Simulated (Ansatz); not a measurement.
Harmonic frequencies (cm⁻¹) at PBE0-D4/def2-TZVP from Ansatz: 220, 244, 330, 347, 356, 392, 707, 788, 877, 893, 957, 967, 971, 1038, 1062, 1071, 1098, 1159, 1184, 1329, 1365, 1408, 1417, 1459, 1471, 1485, 1491, 1495, 1522, 3032, 3036, 3098, 3100, 3117, 3119, 3140, 3145, 3219, 3234.

Question: Which molecule is it?
A. `CC1(C)CC1`
B. `C1CCCC1`
C. `C=C(C)CC`
D. `C/C=C\CC`

Answer: A.
